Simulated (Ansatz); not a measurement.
in.yaml

```yaml
crystal:
  periodic: [false, false, false]
  atoms:
    - {symbol: Ti, position_ang: [0.000000, 0.000000, 0.000000]}
    - {symbol: H, position_ang: [0.000000, 0.000000, 2.235600]}
basis:
  gaussian: {orbitals: def2-TZVPP}
total_charge: 1
magnetization: {spin_polarized: false, initial_magnetization: 2}
correlation: {method: fci, electrons: outside_noble_gas}
```

```sh
$ ansatz run in.yaml --threads 1 --pin off --events-out ev --progress --plain --max-ram 2393MiB
```

The program prints:

```
929 factors; integrals over basis functions are off by at most 2.2e-7 eV
mean field evaluation 1: about -23091.0229 eV, gradient 1.3e1 eV
mean field evaluation 2: about -23091.0207 eV, gradient 1.3e1 eV
mean field evaluation 4: about -23092.9611 eV, gradient 4.5e0 eV
mean field evaluation 8: about -23094.0136 eV, gradient 1.9e0 eV
mean field evaluation 16: about -23094.4960 eV, gradient 1.2e-2 eV
mean field evaluation 32: about -23094.5310 eV, gradient 1.5e-1 eV
mean field evaluation 64: about -23094.2726 eV, gradient 1.0e-6 eV
mean field evaluation 96: about -23094.3680 eV, gradient 7.0e-1 eV
mean field evaluation 128: about -23094.5320 eV, gradient 2.4e-1 eV
mean field evaluation 160: about -23094.4894 eV, gradient 2.3e-1 eV
mean field evaluation 192: about -23094.5109 eV, gradient 9.1e-2 eV
mean field evaluation 224: about -23094.4936 eV, gradient 2.4e-1 eV
mean field evaluation 256: about -23091.1648 eV, gradient 1.9e0 eV
mean field evaluation 288: about -23094.3564 eV, gradient 3.4e-3 eV
mean field evaluation 320: about -23094.4960 eV, gradient 6.5e-6 eV
mean field -23094.53090225 eV, -848.7083566224 hartree, gradient 5.5e-6 eV, S^2 2.000000; 23 other end points of the search recorded, 0 dependent functions left out
mean field evaluation 352: about -23094.7507 eV, gradient 7.5e-1 eV
mean field evaluation 384: about -23094.7620 eV, gradient 7.0e-2 eV
mean field evaluation 416: about -23094.7592 eV, gradient 2.0e-1 eV
mean field evaluation 448: about -23094.7502 eV, gradient 7.4e-3 eV
mean field evaluation 480: about -23094.7437 eV, gradient 4.8e-1 eV
mean field evaluation 512: about -23094.7616 eV, gradient 9.1e-2 eV
mean field evaluation 544: about -23094.4634 eV, gradient 4.3e-1 eV
determinant -23094.49600812 eV, -848.7070742868 hartree, with singles and doubles -23096.02311683 eV, -848.7631944969 hartree
determinant -23094.35635914 eV, -848.7019422813 hartree, with singles and doubles -23095.90632486 eV, -848.7589024711 hartree
determinant -23094.05238780 eV, -848.6907715409 hartree, with singles and doubles -23095.71277513 eV, -848.7517896498 hartree
determinant -23091.75350617 eV, -848.6062891990 hartree, with singles and doubles -23093.01920790 eV, -848.6528028795 hartree
determinant -23094.49600812 eV, -848.7070742868 hartree, with singles and doubles -23096.02763795 eV, -848.7633606449 hartree
determinant -23094.35635914 eV, -848.7019422813 hartree, with singles and doubles -23095.89911540 eV, -848.7586375281 hartree
determinant -23094.05238780 eV, -848.6907715409 hartree, with singles and doubles -23095.89437274 eV, -848.7584632386 hartree
determinant -23091.75350617 eV, -848.6062891990 hartree, with singles and doubles -23093.06087481 eV, -848.6543341103 hartree
9 core orbitals not correlated: weight in the atoms' cores, before any rotation towards them, 1.000 or more for the frozen orbitals, at most 0.000 for the correlated occupied ones
reference -23094.49600812 eV, -848.7070742868 hartree; 3, 1 occupied and 66, 68 virtual orbitals, 929 factors
state -23096.09346467 eV, -848.7657797324 hartree
Total energy: -23096.09346467 eV, -848.7657797324 hartree
```

Ran on 1 thread of Arm Neoverse V2, shared host: 65 s wall, 0.38 GiB peak host memory.
